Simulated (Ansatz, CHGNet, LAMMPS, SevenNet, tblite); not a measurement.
# Diamond-structure Si, TO phonon frequency at L

Reference value: 490 cm⁻¹ (measured, temperature not stated, no zero-point or thermal correction; as tabulated in Yang et al. (2021), arXiv:2106.07201).

| level (code) | value (cm⁻¹) | cell (Å³/atom) | difference (%) |
|---|---|---|---|
| MEAM library.meam-Si (LAMMPS) | 766 | 20.02 | +56 |
| GFN2-xTB (tblite) | 476 | 19.57 | -2.9 |
| CHGNet-r²SCAN (CHGNet) | 342 | 20.14 | -30 |
| SevenNet-l3i5 (SevenNet) | 421 | 20.42 | -14.1 |
| LDA (Ansatz) | 489 | 19.70 | -0.2 |
| PBE (Ansatz) | 477 | 20.46 | -2.7 |
| r²SCAN (Ansatz) | 492 | 20.17 | +0.4 |

Nearest, and too close to rank with a margin of 3.0 % (twice that across the reference) picked here for doubts on the reference and the settings, and for temperature and zero-point motion: LDA (-0.2 %), r²SCAN (+0.4 %), PBE (-2.7 %), GFN2-xTB (-2.9 %). Farthest off: MEAM library.meam-Si (+56 %). Within 5 %: GFN2-xTB, LDA, PBE, r²SCAN.

The measured value isn't corrected to a static lattice, so vibrations enter the comparison.  GFN2-xTB: the method was fitted mainly to molecules. GFN2-xTB: the run uses a supercell at the zone centre in place of a k mesh. Each level is taken at its own relaxed cell. Cutoffs differ between the levels. Ansatz's density-functional and Hartree–Fock values are scalar-relativistic unless marked +SOC, with PAW data made under PBE.

Empirical potentials (MEAM library.meam-Si) are fitted to chosen data, which need not cover the solid at hand: agreement can be built in, and what lay outside the fit can be far off. Machine-learned potentials (CHGNet-r²SCAN, SevenNet-l3i5) are trained on DFT data, which may include these solids.

Differences are worked out from the printed values.

Ansatz is a program for electronic structure.
